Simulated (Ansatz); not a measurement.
# SiNH2 (quartet): from Hartree-Fock to the top rungs at a displaced geometry (v2), cc-pVDZ

One table from this session's results is given with a row withheld; the runs are named, their logs left out.

Program: Ansatz 0.2.0, Gaussian basis. Level of theory: cc-pVDZ, core rule «outside noble gas», up to 6 orbitals frozen. These are calculated values, not measurements.

To be run: UHF; CCSD(T) on ROHF; CCSD(T) on UHF; BCCD(T) on ROHF; CISD; CCSDT(Q) on ROHF; CCSDT(Q) on UHF; CASSCF and MRCISD+Q, 11 electrons in 10 orbitals; CASSCF and NEVPT2, 11 electrons in 10 orbitals.

24 further runs of the same task are left out: 10 that didn't finish, 14 set aside as unsound or not needed.

## The system

The geometry is a PBE0/def2-TZVP stationary point (not a proven minimum) with its atoms shifted at random (size 0.100 Å).

4 atoms, charge 0, spin multiplicity 4.

Atoms are counted from 1 here; the program's logs count them from 0.

Bond lengths: Si1–N2 1.844 Å, Si1–H3 1.453 Å, Si1–H4 1.551 Å. Angles: N2–Si1–H3 117.5°, N2–Si1–H4 117.2°, H3–Si1–H4 124.6°.

Geometry (Å):

```csv
atom,x (Å),y (Å),z (Å)
Si1,0.05449,-0.00030,0.55152
N2,-0.11038,0.00808,-1.28540
H3,-0.03376,1.27761,1.23824
H4,0.04935,-1.38157,1.25645
```

The first run:

in.yaml

```yaml
crystal:
  periodic: [false, false, false]
  atoms:
    - {symbol: Si, position_ang: [0.054491, -0.000297, 0.551520]}
    - {symbol: N, position_ang: [-0.110383, 0.008077, -1.285400]}
    - {symbol: H, position_ang: [-0.033763, 1.277611, 1.238239]}
    - {symbol: H, position_ang: [0.049346, -1.381575, 1.256453]}
basis:
  gaussian: {orbitals: cc-pVDZ}
magnetization: {spin_polarized: true, initial_magnetization: 3}
hamiltonian: {xc: hf}
output: {orbitals: {seedname: orbitals}}
```

Launch:

```console
> ansatz run in.yaml --threads 1 --pin off --events-out ev --progress --plain --max-ram 2393MiB
```

Steps of the session up to this table: UHF; CCSD(T) on ROHF; CCSD(T) on UHF; BCCD(T) on ROHF; CISD; CCSDT(Q) on ROHF; CCSDT(Q) on UHF; CASSCF and MRCISD+Q, 11 electrons in 10 orbitals; CASSCF and NEVPT2, 11 electrons in 10 orbitals.

One of the session's tables, all rows but one given; the rest of the session is left out.

```
          method  from UCCSDT(Q) (kcal/mol)
            ROHF                    +146.59
             UHF                    +141.01
            RMP2                     +28.46
            UMP2                     +28.54
            CISD                     +13.66
           RCCSD                      +4.25
           UCCSD                      +4.14
        RCCSD(T)                      +1.02
        UCCSD(T)                      +1.00
         BCCD(T)                      +1.02
          RCCSDT                      +0.25
          UCCSDT                      +0.21
       RCCSDT(Q)                      +0.04
       UCCSDT(Q)                          0
  CASSCF valence                    +108.75
  NEVPT2 valence                          ?
  MRCISD valence                      +7.50
MRCISD+Q valence                      +0.58
```

**Question.** Estimate the row for NEVPT2 valence.

As computed: from UCCSDT(Q) (kcal/mol): +24.38. In the column «from UCCSDT(Q) (kcal/mol)» it lies between CISD (+13.66) and RMP2 (+28.46).

Among the levels timed on like hardware and quicker than the yardstick, those that no quicker one beats, quickest first: UCCSD(T) (1.9 s, +1.00 kcal/mol); MRCISD+Q valence (16 s, +0.58 kcal/mol).

To keep in mind: Of the multireference levels listed MRCISD+Q valence comes nearest in total energy (+0.58 kcal/mol), which doesn't show that its space is the better one. Restricted and unrestricted rows rest on different reference determinants; where their highest levels disagree by more than a few hundredths of an eV, they describe different states and don't form one ladder.
